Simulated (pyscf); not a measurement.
boron trifluoride (F–B(F)–F) + hydrogen (H₂) -> hydrogen fluoride (HF) + F–BH–F (four-centre exchange; singlet surface; B–F, H–H broken, F–H, B–H formed). PySCF, gas phase, ωB97X-D3(BJ)/def2-SVP geometries. Energies in kJ/mol from the separated reactants.

```
level                   barrier  reaction energy
----------------------  -------  ---------------
ωB97X-D3(BJ)/def2-TZVP    207.5           +119.3
PBE/def2-TZVP             178.5           +119.1
r²SCAN/def2-TZVP          194.1           +131.4
M06-2X/def2-TZVP          217.0           +131.4
ωB97M-D3(BJ)/def2-TZVP    206.3           +121.3
HF/def2-TZVP              283.2           +123.6
```

The functionals in the table span 38.5 kJ/mol in this barrier, from PBE to M06-2X. This is the saddle that the search found; another between the same sides may lie lower.
